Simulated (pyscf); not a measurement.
Four-centre exchange: `[BiH3]` + `[SiH4]` → `[SiH3][BiH2]` + `[H][H]`

Gas phase, singlet surface, charge 0. Bonds broken: Bi1–H2, Si5–H6. Bonds formed: Bi1–Si5, H2–H6. Optimised with ωB97X-D3(BJ)/def2-SVP in PySCF.

Transition state (Å):

```xyz
9

Bi     0.5340     1.9510    -0.2805
H      0.7638     0.0135     0.6465
H      2.2264     1.5348    -0.7090
H     -0.0617     1.0810    -1.7227
Si    -0.7721    -0.2836     1.1761
H      0.7947    -0.9355     1.2306
H     -1.2443    -1.6620     0.8273
H     -0.6604     0.0971     2.6097
H     -1.8848     0.5764     0.6045
```

One imaginary mode, 1568i cm⁻¹; descent along it reached the two sides named.

| bond | change | reactant side (Å) | saddle | product side |
|---|---|---|---|---|
| Bi1–H2 | breaks | 1.786 | 2.160 | 3.9 |
| Si5–H6 | breaks | 1.489 | 1.698 | 3.5 |
| Bi1–Si5 | forms | 4.0 | 3.0 | 2.6 |
| H2–H6 | forms | 3.0 | 1.115 | 0.760 |

Electronic energies relative to the separated reactants (kJ/mol):

```json
[
 {"level": "ωB97X-D3(BJ)/def2-TZVP", "barrier": "240.8", "reaction energy": "-38.9", "reverse barrier": "279.7"},
 {"level": "PBE/def2-TZVP", "barrier": "211.9", "reaction energy": "-20.8", "reverse barrier": "232.7"},
 {"level": "r²SCAN/def2-TZVP", "barrier": "224.5", "reaction energy": "-20.2", "reverse barrier": "244.7"},
 {"level": "B3LYP-D3(BJ)/def2-TZVP", "barrier": "237.8", "reaction energy": "-17.4", "reverse barrier": "255.2"},
 {"level": "PBE0-D3(BJ)/def2-TZVP", "barrier": "222.1", "reaction energy": "-23.5", "reverse barrier": "245.6"},
 {"level": "M06-2X/def2-TZVP", "barrier": "252.3", "reaction energy": "-20.2", "reverse barrier": "272.5"},
 {"level": "ωB97M-D3(BJ)/def2-TZVP", "barrier": "256.4", "reaction energy": "-11.8", "reverse barrier": "268.2"},
 {"level": "HF/def2-TZVP", "barrier": "341.1", "reaction energy": "+8.7", "reverse barrier": "332.4"}
]
```

With ωB97M-D3(BJ)/def2-TZVP energies and thermal terms (ideal gas, 1 atm, RRHO with modes under 100 cm⁻¹ raised to 100, one conformer, R ln 2 for chiral ones without a mode under 150 cm⁻¹), in kJ/mol:

| T (K) | ΔH‡ | ΔG‡ | ΔH | ΔG |
|---|---|---|---|---|
| 298 | 255.2 | 290.4 | -14.0 | -13.5 |
| 600 | 257.0 | 325.4 | -8.0 | -15.5 |
| 900 | 259.8 | 359.1 | -4.4 | -20.1 |
| 1200 | 262.9 | 391.7 | -2.3 | -25.6 |

At the saddle there is also a short H–Si contact that neither side keeps. From the product side, SiH₃• + BiH₂• + H₂ lies, by one bond made or cut, 38.5 kJ/mol under this saddle at ωB97M-D3(BJ)/def2-TZVP. One saddle was located; it need not be the lowest between these sides. Elements past Kr carry the def2 core potentials, without spin-orbit coupling.
